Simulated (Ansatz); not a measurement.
```yaml
crystal:
  periodic: [false, false, false]
  atoms:
    - {symbol: P, position_ang: [0.000557, 0.000078, -0.068335]}
    - {symbol: H, position_ang: [1.148850, 0.010913, 0.709396]}
    - {symbol: H, position_ang: [-0.593128, 0.993259, 0.696315]}
    - {symbol: H, position_ang: [-0.572836, -1.006559, 0.694208]}
basis:
  gaussian: {orbitals: def2-TZVP}
hamiltonian: {xc: pbe0}
relax: {f_tol: 0.004, max_steps: 80}
```

```sh
$ ansatz run in.yaml --threads 1 --pin off --events-out ev --progress --plain --max-ram 2176MiB
```

Steps of the relaxation (energy above the last step; positions in Å, forces in eV/Å):

```
4
step 1, 38.3 meV
P     0.001    0.000   -0.068    0.008    0.001   -1.051
H     1.149    0.011    0.709    0.678    0.007    0.356
H    -0.593    0.993    0.696   -0.349    0.585    0.348
H    -0.573   -1.007    0.694   -0.337   -0.593    0.347
```

```
4
step 2, 4.6 meV
P     0.001    0.000   -0.062    0.004    0.001   -0.457
H     1.180    0.011    0.707    0.192    0.002    0.154
H    -0.609    1.020    0.694   -0.099    0.166    0.152
H    -0.588   -1.033    0.692   -0.096   -0.168    0.151
```

```
4
step 3, 0.0 meV
P     0.001    0.000   -0.072    0.000    0.000   -0.036
H     1.184    0.011    0.711    0.012    0.000    0.012
H    -0.611    1.024    0.697   -0.006    0.010    0.012
H    -0.590   -1.037    0.695   -0.006   -0.010    0.012
```

```
4
step 4, 0.0 meV
P     0.001    0.000   -0.073    0.000    0.000    0.000
H     1.184    0.011    0.711    0.000    0.000    0.000
H    -0.611    1.024    0.698    0.000    0.000    0.000
H    -0.590   -1.037    0.696    0.000    0.000    0.000
```

Close pairs at the end: P1–H3 1.420 Å, P1–H2 1.420 Å, P1–H4 1.420 Å.

A stationary point of restricted PBE0 after 4 steps (its stability towards spin polarisation wasn't tested); no frequencies were run, so it isn't proven a minimum. 4.8 s on 1 thread of Arm Neoverse N1, shared host.
